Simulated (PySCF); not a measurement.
# CH5P2−: electronic excitations and core binding energies

What electronic excitations and core binding energies should CH5P2− (`[PH-]CP`) show?

Computed with PySCF 2.14.0, with density-fitted response routines of our own, on a single molecule in the gas phase. Atoms count from 0, in the outputs and in this text.

### Step 1. The starting structure

8 atoms, charge -1, multiplicity 1; geometry from: GFN2-xTB.

Bonds of the start (Å): P0–C1 1.85, C1–P2 1.86, P0–H3 1.37, C1–H4 1.10, C1–H5 1.10, P2–H6 1.38, P2–H7 1.39.

### Step 2. TDDFT and polarisability: B3LYP/def2-SVPD

The job: settings as JSON, then the geometry in Å.

```
{"job": {"kind": "uv", "xc": "B3LYP", "basis": "def2-SVPD", "nstates": 8, "ntriplets": 3}, "charge": -1, "multiplicity": 1}
P      1.424244    -0.192676     1.011558
C      0.187685    -0.687293    -0.274288
P     -1.391098     0.281602    -0.377910
H      1.654222     1.028365     0.444172
H     -0.107156    -1.723194    -0.065174
H      0.618477    -0.672766    -1.283786
H     -1.583337     0.442159     0.983314
H     -0.793980     1.533215    -0.462451
```

Method: TDDFT B3LYP/def2-SVPD, vertical, gas phase, core orbitals frozen in the response.

Command:

```console
$ OMP_NUM_THREADS=1 python probes_run.py task.json out
```

The driver reads the jobs from task.json and runs them one after another.

What it wrote:

```text
coarse grid: 7440 points
cycle   1  E = -723.4451267370  dE =  5.496e-02  |g| = 4.136e-01  |ddm| = 3.167e+00
cycle   2  E = -723.3423734592  dE =  1.028e-01  |g| = 6.793e-01  |ddm| = 9.338e+00
cycle   3  E = -723.5164156593  dE = -1.740e-01  |g| = 5.708e-02  |ddm| = 7.373e+00
cycle   4  E = -723.5174636612  dE = -1.048e-03  |g| = 2.778e-02  |ddm| = 1.758e-01
cycle   5  E = -723.5177185730  dE = -2.549e-04  |g| = 5.830e-03  |ddm| = 7.097e-02
cycle   6  E = -723.5177291713  dE = -1.060e-05  |g| = 2.201e-03  |ddm| = 3.064e-02
cycle   7  E = -723.5177306662  dE = -1.495e-06  |g| = 4.620e-04  |ddm| = 4.921e-03
final grid: 61920 points
cycle   8  E = -723.6001324955  dE = -8.936e-06  |g| = 2.447e-03  |ddm| = 5.680e-02
cycle   9  E = -723.6001301810  dE =  2.315e-06  |g| = 3.770e-03  |ddm| = 1.185e-02
cycle  10  E = -723.6001342055  dE = -4.024e-06  |g| = 3.103e-04  |ddm| = 6.324e-03
cycle  11  E = -723.6001342406  dE = -3.517e-08  |g| = 5.671e-05  |ddm| = 9.594e-04
cycle  12  E = -723.6001342417  dE = -1.057e-09  |g| = 1.660e-05  |ddm| = 2.785e-04
cycle  13  E = -723.6001342418  dE = -1.103e-10  |g| = 3.364e-06  |ddm| = 7.173e-05
converged SCF energy = -723.6001342418

Static polarisability (au): isotropic 92.786, principal 71.144 78.910 128.304

Singlet excitations
state   eV       nm        f      main configurations
  1   2.1622    573.4   0.00124   H->L 0.99
  2   3.0099    411.9   0.02428   H->L+1 0.69, H->L+2 0.31
  3   3.3182    373.6   0.12035   H->L+2 0.68, H->L+1 0.29
  4   3.8504    322.0   0.01712   H->L+3 0.96
  5   3.9611    313.0   0.02475   H->L+4 0.95
  6   4.3222    286.9   0.01324   H->L+5 0.98
  7   4.3926    282.3   0.00440   H->L+6 0.95
  8   4.7831    259.2   0.02254   H-1->L 0.91

Triplet excitations (Tamm-Dancoff, eV): 1.9990 2.8344 3.0240
```

Run time: 4.2 s. Hardware: 1 thread of Arm Neoverse V2, shared host; peak memory 0.45 GiB.

The orbitals next to the gap, with their largest atomic shares:

```tsv
orbital	eV	atoms
HOMO−3	-4.34	C1 31 %, P0 26 %, P2 18 %
HOMO−2	-2.82	P2 40 %, P0 18 %, C1 16 %
HOMO−1	-1.32	P0 59 %, C1 14 %, P2 12 %
HOMO	1.23	P0 64 %, C1 12 %, H3 11 %
LUMO	4.26	P2 31 %, C1 22 %, H4 11 %
LUMO+1	4.97	P2 47 %, H7 21 %, H6 13 %
LUMO+2	5.20	P2 60 %, H6 17 %, H7 9 %
```

With each of the 8 states as a Gaussian band of 0.4 eV half-width at 1/e, the curve within the window shown has maxima at 375 nm (ε 5,600) L/(mol cm). Beyond the last state computed it falls off for lack of states. The curve at chosen wavelengths:

nm, ε (L/mol/cm) and a bar:
```
      244        544 ###
      266       1264 #######
      288       1602 #########
      310       2231 ############
      332       3121 #################
      354       4755 #########################
      376       5614 ##############################
      398       4725 #########################
      420       3084 ################
      442       1705 #########
      464        853 #####
      486        408 ##
      508        201 #
      529        115 #
      551         78 
      573         63 
      595         53 
      617         45 
      639         38 
      661         30 
      683         24 
      705         18 
      727         14 
      749         10 
      771          7 
      793          5
```

Further results of this job:

```tsv
property	computed
polarisability (Å³)	13.75
HOMO–LUMO gap (eV)	3.03
−ε(HOMO) (eV)	-1.23
```

### Step 3. X-ray photoelectron lines: SCAN, X2C

Settings changed since step 2:

```diff
@@ -1,2 +1,2 @@
-{"job": {"kind": "uv", "xc": "B3LYP", "basis": "def2-SVPD", "nstates": 8, "ntriplets": 3}, "charge": -1, "multiplicity": 1}
+{"job": {"kind": "xps"}, "charge": -1, "multiplicity": 1}
 P      1.424244    -0.192676     1.011558
```

Method: delta-SCF UKS SCAN, pcX-2 on the ionised atom, pcseg-1 elsewhere, spin-free X2C.

What it wrote:

```text
ground state, core basis on atom 0 (P), 117 functions
  cycle   1  E = -725.29522560  |g| = 4.92e-01
  cycle   2  E = -725.17250008  |g| = 8.04e-01
  cycle   3  E = -725.38721970  |g| = 8.97e-02
  cycle   4  E = -725.38954574  |g| = 3.84e-02
  cycle   5  E = -725.38996716  |g| = 8.92e-03
  cycle   6  E = -725.38997882  |g| = 4.94e-03
  cycle   7  E = -725.38998489  |g| = 1.44e-03
  cycle   8  E = -725.38998727  |g| = 2.10e-04
  E(ground) = -725.40442293 Eh
hole in P 1s of atom 0
  cycle   1  E = -645.50170853  |g| = 4.72e+00
  cycle   2  E = -645.43399957  |g| = 2.25e+00
  cycle   3  E = -643.63503373  |g| = 1.73e+00
  cycle   4  E = -646.52702047  |g| = 4.09e-01
  cycle   5  E = -646.65650644  |g| = 1.46e-01
  cycle   6  E = -646.66722034  |g| = 7.40e-02
  cycle   7  E = -646.67017741  |g| = 2.69e-02
  cycle   8  E = -646.67056930  |g| = 9.11e-03
  cycle   9  E = -646.67061181  |g| = 1.99e-03
  cycle  10  E = -646.67061457  |g| = 5.37e-04
  cycle  11  E = -646.67061401  |g| = 1.72e-04
  E(ion) = -646.68617741 Eh   <S^2> = 0.7519   hole on atom = 1.000   binding energy = 2142.033 eV
hole in P 2p of atom 0
  cycle   1  E = -720.23971352  |g| = 1.39e+00
  cycle   2  E = -720.01438240  |g| = 1.27e+00
  cycle   3  E = -720.58488759  |g| = 2.96e-01
  cycle   4  E = -720.64152260  |g| = 1.06e-01
  cycle   5  E = -720.64877968  |g| = 2.63e-02
  cycle   6  E = -720.64915654  |g| = 9.60e-03
  cycle   7  E = -720.64919394  |g| = 5.87e-03
  cycle   8  E = -720.64921253  |g| = 1.13e-03
  cycle   9  E = -720.64921429  |g| = 4.53e-04
  E(ion) = -720.67444165 Eh   <S^2> = 0.7538   hole on atom = 1.002   binding energy = 128.709 eV
  2p3/2 = 128.518 eV   2p1/2 = 129.418 eV
ground state, core basis on atom 1 (C), 106 functions
  cycle   1  E = -725.27410960  |g| = 7.78e-02
  cycle   2  E = -725.27319296  |g| = 7.19e-02
  cycle   3  E = -725.27499055  |g| = 2.15e-02
  cycle   4  E = -725.27514387  |g| = 7.90e-03
  cycle   5  E = -725.27516659  |g| = 1.66e-03
  cycle   6  E = -725.27516531  |g| = 2.29e-04
  E(ground) = -725.32025277 Eh
hole in C 1s of atom 1
  cycle   1  E = -714.19926285  |g| = 1.51e+00
  cycle   2  E = -712.60834277  |g| = 2.23e+00
  cycle   3  E = -714.66276778  |g| = 4.64e-01
  cycle   4  E = -714.73528618  |g| = 2.55e-01
  cycle   5  E = -714.77913728  |g| = 1.11e-01
  cycle   6  E = -714.78883794  |g| = 1.31e-02
  cycle   7  E = -714.78898272  |g| = 5.22e-03
  cycle   8  E = -714.78901032  |g| = 2.49e-03
  cycle   9  E = -714.78901911  |g| = 1.18e-03
  cycle  10  E = -714.78902336  |g| = 4.25e-04
  E(ion) = -714.83310224 Eh   <S^2> = 0.7748   hole on atom = 1.000   binding energy = 285.370 eV
ground state, core basis on atom 2 (P), 117 functions
  cycle   1  E = -725.38939712  |g| = 3.40e-01
  cycle   2  E = -725.38921864  |g| = 3.93e-02
  cycle   3  E = -725.38856268  |g| = 6.14e-02
  cycle   4  E = -725.38969520  |g| = 5.78e-03
  cycle   5  E = -725.38970292  |g| = 3.54e-03
  cycle   6  E = -725.38970604  |g| = 3.66e-04
  E(ground) = -725.40541232 Eh
hole in P 1s of atom 2
  cycle   1  E = -645.40947767  |g| = 4.72e+00
  cycle   2  E = -642.20750445  |g| = 2.86e+00
  cycle   3  E = -635.77557956  |g| = 2.98e+00
  cycle   4  E = -646.44550034  |g| = 4.26e-01
  cycle   5  E = -646.52690570  |g| = 2.60e-01
  cycle   6  E = -646.55606739  |g| = 1.31e-01
  cycle   7  E = -646.56597842  |g| = 3.40e-02
  cycle   8  E = -646.56667892  |g| = 1.26e-02
  cycle   9  E = -646.56680974  |g| = 2.20e-03
  cycle  10  E = -646.56681284  |g| = 7.54e-04
  cycle  11  E = -646.56681282  |g| = 2.52e-04
  E(ion) = -646.58300434 Eh   <S^2> = 0.7526   hole on atom = 1.000   binding energy = 2144.867 eV
hole in P 2p of atom 2
  cycle   1  E = -720.14632060  |g| = 1.39e+00
  cycle   2  E = -716.77247153  |g| = 2.16e+00
  cycle   3  E = -719.86030694  |g| = 9.12e-01
  cycle   4  E = -720.52773271  |g| = 1.41e-01
  cycle   5  E = -720.53494955  |g| = 1.01e-01
  cycle   6  E = -720.54343556  |g| = 3.77e-02
  cycle   7  E = -720.54411204  |g| = 1.56e-02
  cycle   8  E = -720.54426139  |g| = 4.62e-03
  cycle   9  E = -720.54427649  |g| = 1.37e-03
  cycle  10  E = -720.54427861  |g| = 5.96e-04
  cycle  11  E = -720.54427764  |g| = 2.69e-04
  E(ion) = -720.57018426 Eh   <S^2> = 0.7550   hole on atom = 1.002   binding energy = 131.573 eV
  2p3/2 = 131.358 eV   2p1/2 = 132.251 eV
```

Run time: 14 s. Hardware: 1 thread of Arm Neoverse V2, shared host; peak memory 0.45 GiB.

Binding energies by hole, beside the orbital energy of the ground state; the difference holds orbital relaxation and, for a density functional, its self-interaction error:

```tsv
hole	stands for	environment	ΔSCF (eV; 2p as the shell's mean)	−ε (eV)	⟨S²⟩
P1s on P0	P0	phosphorus bonded to C, H	2142.03	2085.4	0.752
P2p on P0	P0	phosphorus bonded to C, H	128.82	118.4	0.754
C1s on C1	C1	sp3 CH2 bonded to 2 P	285.37	269.0	0.775
P1s on P2	P2	phosphorus bonded to C, 2 H	2144.87	2087.9	0.753
P2p on P2	P2	phosphorus bonded to C, 2 H	131.66	120.9	0.755
```

With the spin-orbit splitting: P0 2p3/2 128.52, 2p1/2 129.42 eV; P2 2p3/2 131.36, 2p1/2 132.25 eV. The table gives each 2p level as the mean over the whole 2p shell (two parts 2p3/2, one part 2p1/2), which differs a little from the single hole in the log.

### Step 4. Results

| quantity | value |
| --- | --- |
| lowest singlet (B3LYP/def2-SVPD) | 2.16 eV (573 nm), f = 0.001 |
| brightest single state of those computed | state 3, 3.32 eV, f = 0.120 |
| lowest triplet | 2.00 eV |
| P1s binding energies, SCAN/pcX-2 | P2 2144.87, P0 2142.03 eV |
| P2p binding energies, SCAN/pcX-2 | P2 131.66, P0 128.82 eV |
| C1s binding energies, SCAN/pcX-2 | C1 285.37 eV |

**Reading.** The first singlet state (HOMO→LUMO 0.99) lies at 2.16 eV and is weak; of the 8 states computed, the strongest absorption comes from state 3 at 3.32 eV. State 2 absorbs in the visible (412 nm). The lowest triplet lies 0.16 eV below the lowest singlet (triplets in Tamm-Dancoff, singlets in full TDDFT). The lowest singlet lies above −ε(HOMO); no detachment energy was computed, so the anion's states may not be bound. P2 (phosphorus bonded to C, 2 H) binds its P1s electron 2.83 eV more tightly than P0 (phosphorus bonded to C, H). The P2p levels kept as sound span 2.84 eV, from P0 (phosphorus bonded to C, H) up to P2 (phosphorus bonded to C, 2 H). At B3LYP/def2-SVPD the HOMO lies above zero (+1.23 eV), as often for anions in the gas phase: self-interaction error lifts it, or the electron is held by the finite basis alone; counter-ions and solvent are missing.
